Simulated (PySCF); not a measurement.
# Vibration and rotation of CF

UHF-CCSD(T) constants of CF, ²Π (doublet), unpaired electrons π ↑ (basis C def2-TZVPPD, F def2-TZVPPD; no relativity; PySCF 2.14; masses 12.0000 and 18.9984 u):

| Property | Result |
| --- | --- |
| ωe | 1300.0 cm⁻¹ |
| ωexe | 10.7 cm⁻¹ |
| Be | 1.3985 cm⁻¹ |
| αe | 0.0178 cm⁻¹ |
| D (centrifugal) | 6.47e-06 cm⁻¹ |
| De to C + F | 5.54 eV |

Problem. Give the vibrational terms G(v) and spacings up to v = 6.

Solution. G(v) = ωe(v+½) − ωexe(v+½)².

```csv
v,G(v) (cm⁻¹),G(v) − G(v−1),Bv (cm⁻¹)
0,647,,1.390
1,1926,1279,1.372
2,3183,1257,1.354
3,4419,1236,1.336
4,5633,1214,1.318
5,6826,1193,1.301
6,7998,1172,1.283
```

Problem. How well does the Morse estimate ωe²/(4ωexe) reproduce De, and what is D0?

Solution. It gives 4.90 eV, 88 % of the computed De. D0 = De − G(0) = 5.54 − 0.08 = 5.46 eV.

Correlated steps freeze 2 core orbitals. The state is the lowest determinant that a PBE0 search found; another state may lie lower at other levels.
